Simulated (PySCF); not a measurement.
# NMR data sheet: C4H5P

| Quantity | Value |
| --- | --- |
| Formula | C4H5P |
| SMILES | c1cc[pH]c1 |
| InChI | InChI=1S/C4H5P/c1-2-4-5-3-1/h1-5H |
| Point group of the computed structure | Cs |
| Carbon signals | 2 |
| Proton signals | 3 |

Numbering as in the mapped SMILES `[cH:1]1[cH:2][cH:3][pH:4][cH:5]1` (H(Xn): hydrogen on atom n).

All values are calculated (PySCF 2.14.0 with density-fitted response routines): geometry from PBE0-D3(BJ)/def2-TZVP, B97-2/pcSseg-2 with gauge-including orbitals. Single conformer, non-relativistic, one averaged value for each set of equivalent atoms, no solvent model.

Referencing at the same level of theory: $^{1}$H (31.64 ppm), $^{13}$C (185.38 ppm) against TMS; H3PO4 for $^{31}$P (317.21 ppm).

| carbon | δC, type | δH (multiplicity) | HMBC from (2–3 bonds) | span of the C tensor (ppm) |
| --- | --- | --- | --- | --- |
| C1/C2 | 147.2, CH | 7.54 (m) | H(C1)/H(C2), H(C3)/H(C5), H(P4) | 209 |
| C3/C5 | 139.8, CH | 7.17 (m) | H(C1)/H(C2), H(C3)/H(C5), H(P4) | 228 |

Other nuclei:
```csv
atoms,nucleus,environment,δ (ppm),σ (ppm)
H(P4),$^{1}$H,hydrogen on a ring phosphorus,5.57,26.07
P4,$^{31}$P,ring phosphorus,-52.2,369.4
```

δC 147.2, 139.8: unsaturated ring CH. δH 7.54, 7.17: hydrogen on a unsaturated ring CH. δH 5.57: hydrogen on a ring phosphorus.

Splittings by $^{31}$P in the carbon and heteronuclear signals aren't shown, as no couplings were computed. Shifts are as computed. Against solution values, carbons near 30 ppm lie about +3 ppm off and those near 130 ppm about +7 ppm. Of 1211 compounds with measured shifts, 218 miss one by over three times the rms of a fit or turn the order of signals round; such compounds aren't used in these exercises. Experimental scales use liquid or dissolved standards, which lie at an offset from isolated H3PO4. No couplings were computed; multiplicities are counted from neighbouring protons, with m where these are inequivalent, close in shift, in a saturated or five-membered ring or joined by F or P, and br s for small geminal =CH2 splittings.
